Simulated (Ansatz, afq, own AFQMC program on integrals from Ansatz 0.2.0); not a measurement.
Atomization energy of BH3O, singlet

```xyz
5

B     0.0000    0.0591    0.7405
O     0.0000   -0.0998   -0.5978
H     0.0000    1.1582    1.2267
H     0.0000   -0.9374    1.4021
H     0.0000    0.7297   -1.0823
```

Connectivity, by distances: BH2–OH.

Atoms in their ground-state spins without spin–orbit coupling (mostly on UHF) minus the molecule (RHF), without zero-point energy. The geometry is a stationary point, not shown to be a minimum.

Basis cc-pVDZ. Only valence electrons are correlated. Integrals, coupled cluster, full CI and functionals: Ansatz 0.2.0; the random walks run on the same integrals in our own AFQMC program. ph-AFQMC/CISD is guided by a CISD state made of CCSD amplitudes; releasing the constraint for a short imaginary time cuts its bias at the price of noise, slowly where states lie close. Free AFQMC starts from the CCSD state and is never constrained. Its projection time is finite, and what remains of the start isn't in its error. Error bars are statistical, one sigma. The errors of all members are added in quadrature.

No full CI on the walks' own integrals is used here; CCSDT(Q) serves as the reference and is uncertain by about the last step of the cluster series. Each member takes its own surest rung, up to full CI.

Errors are counted within cc-pVDZ, not against nature.

```tsv
level	atomization energy (kJ/mol)
MP2	1717.1
CCSD	1676.0
```

(1) From these cheaper values, estimate the atomization energy at the reference level in cc-pVDZ.

(1) 1690.6 kJ/mol (CCSDT(Q) in cc-pVDZ).

```tsv
level	atomization energy (kJ/mol)	error against CCSDT(Q) (kJ/mol)
HF	1346.8	-343.7
CCSD(T)	1689.1	-1.5
ph-AFQMC/HF	1716.8 ± 8.2	26.3 ± 8.2
ph-AFQMC/CISD	1690.9 ± 1.3	0.3 ± 1.3
released AFQMC	1691.0 ± 1.7	0.4 ± 1.7
free AFQMC	1692.2 ± 2.2	1.6 ± 2.2
```

Correlation beyond CCSD(T) adds 1.5 kJ/mol. The perturbative (T) step is worth +13.1 kJ/mol.

Free projections are given only where their last times agree within the noise and don't stop above the reference; a slow remainder of the start can still hide under it. A walk keeps the symmetry of its determinant, which the program's search chose and which needn't be the lowest solution, so a lower state of the same spin and another symmetry isn't excluded. Released energies are given only where the last usable release times agree within the noise; a slower fall can still hide under it.
